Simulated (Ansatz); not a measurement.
Program: Ansatz 0.2.0.

C₃H₉O+ (`C[O+](C)C`). Charge 1, multiplicity 1. The geometry is a stationary point of PBE0-D4/def2-TZVP.

```xyz
13

C    -0.979   -0.932   -0.425
O    -0.279    0.269    0.035
C     0.651    0.826   -0.950
C     0.286    0.147    1.380
H    -1.722   -1.164    0.333
H    -1.455   -0.671   -1.366
H    -0.256   -1.740   -0.546
H     0.078    0.984   -1.859
H     1.470    0.123   -1.103
H     1.000    1.771   -0.543
H    -0.532   -0.150    2.031
H     0.655    1.133    1.649
H     1.084   -0.596    1.365
```

**Question.** Give the Mulliken charges with r2SCAN, B3LYP, PBE in def2-TZVPP. (Estimate.)

**Answer.** The calculation gave: 
```json
{"atom": "C1", "r2SCAN": "-0.03", "B3LYP": "-0.14", "PBE": "-0.15"}
{"atom": "O2", "r2SCAN": "0.02", "B3LYP": "-0.03", "PBE": "0.06"}
{"atom": "C3", "r2SCAN": "-0.03", "B3LYP": "-0.14", "PBE": "-0.15"}
{"atom": "C4", "r2SCAN": "-0.03", "B3LYP": "-0.14", "PBE": "-0.15"}
{"atom": "H5", "r2SCAN": "0.12", "B3LYP": "0.16", "PBE": "0.16"}
{"atom": "H6", "r2SCAN": "0.12", "B3LYP": "0.16", "PBE": "0.16"}
{"atom": "H7", "r2SCAN": "0.12", "B3LYP": "0.16", "PBE": "0.16"}
{"atom": "H8", "r2SCAN": "0.12", "B3LYP": "0.16", "PBE": "0.16"}
{"atom": "H9", "r2SCAN": "0.12", "B3LYP": "0.16", "PBE": "0.16"}
{"atom": "H10", "r2SCAN": "0.12", "B3LYP": "0.16", "PBE": "0.16"}
{"atom": "H11", "r2SCAN": "0.12", "B3LYP": "0.16", "PBE": "0.16"}
{"atom": "H12", "r2SCAN": "0.12", "B3LYP": "0.16", "PBE": "0.16"}
{"atom": "H13", "r2SCAN": "0.12", "B3LYP": "0.16", "PBE": "0.16"}
```

B3LYP here is the variant with VWN-RPA as its local correlation; programs differ in this.
